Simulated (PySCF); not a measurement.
Z-ethanimine, C2H5N.
Numbering: `[H]/[N:2]=[CH:3]\[CH3:4]` (hydrogens: H1 on N2; H5 on C3; H6, H7, H8 on C4)

Structure used (PBE0-D3(BJ)/def2-SVP), in Å, numbered top down from 1:
```xyz
8
C2H5N angstrom
H      1.4606   -1.0256   -0.6623
N      1.6453   -0.0612   -0.3575
C      0.5743    0.4743    0.0561
C     -0.7969   -0.1242    0.1124
H      0.6465    1.5179    0.4148
H     -1.2307   -0.0127    1.1191
H     -0.7866   -1.1913   -0.1569
H     -1.4709    0.4068   -0.5807
```

The closed-shell ground state was solved at several levels (PySCF, density fitting, gas phase, non-relativistic).

| level | basis functions | HOMO (eV) | LUMO (eV) | gap (eV) | dipole (D) |
| --- | --- | --- | --- | --- | --- |
| B3LYP/pcSseg-2 | 178 | -7.39 | -0.36 | 7.03 | 2.60 |
| B3LYP/pcJ-1 | 131 | -7.27 | -0.16 | 7.11 | 2.53 |
| PBE0/def2-SVPD | 100 | -7.61 | -0.11 | 7.50 | 2.58 |

Question: Estimate the row for PBE0/pcSseg-1, a basis of 76 functions; the other rows only guide the guess.

Answer: HOMO -7.53 eV, LUMO 0.09 eV, gap 7.62 eV, dipole 2.57 D.

Question: Over all these levels, which gives the widest orbital gap and which the narrowest?

Answer: PBE0/pcSseg-1 (global hybrid, 25 % exact exchange) has the widest, 7.62 eV, and B3LYP/pcSseg-2 (global hybrid, 20 % exact exchange) the narrowest, 7.03 eV. Functional and basis both differ between the two, so the spread mixes both effects.

Question: How far do the dipole and the HOMO energy spread over the levels?

Answer: The dipole runs from 2.53 to 2.60 D (mean 2.57 D) and the HOMO from -7.61 to -7.27 eV.
